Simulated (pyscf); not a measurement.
One four-centre exchange on the singlet surface with elements of a group swapped. ωB97M-D3(BJ)/def2-TZVP, kcal/mol, from the separated reactants. Single points on ωB97X-D3(BJ)/def2-SVP structures (PySCF, gas phase).

| step | barrier | reaction energy | imaginary mode (i cm⁻¹) |
|---|---|---|---|
| F–W(F)(F)(F)(F)–SH + HCl → H₂S + F–W(F)(F)(F)(F)–Cl | [?] | [?] | 531 |
| HF + F–Mo(F)(F)(F)(F)–SH → F–Mo(F)(F)(F)(F)–F + H₂S | 9.7 | -13.5 | 805 |

Fill in the missing entries.


- F–W(F)(F)(F)(F)–SH + HCl → H₂S + F–W(F)(F)(F)(F)–Cl, barrier: 17.7
- F–W(F)(F)(F)(F)–SH + HCl → H₂S + F–W(F)(F)(F)(F)–Cl, reaction energy: -10.2

Row 1: On the product side the descent ends in an adduct with a S–W contact, 6.9 kcal/mol over the separated species and 17.7 kcal/mol under the saddle at ωB97X-D3(BJ)/def2-TZVP. Row 2: On the product side the descent ends in an adduct with a Mo–S contact, 3.1 kcal/mol over the separated species and 17.8 kcal/mol under the saddle at ωB97X-D3(BJ)/def2-TZVP. Each row is the saddle that its search found. Elements past Kr carry the def2 core potentials, without spin-orbit coupling.
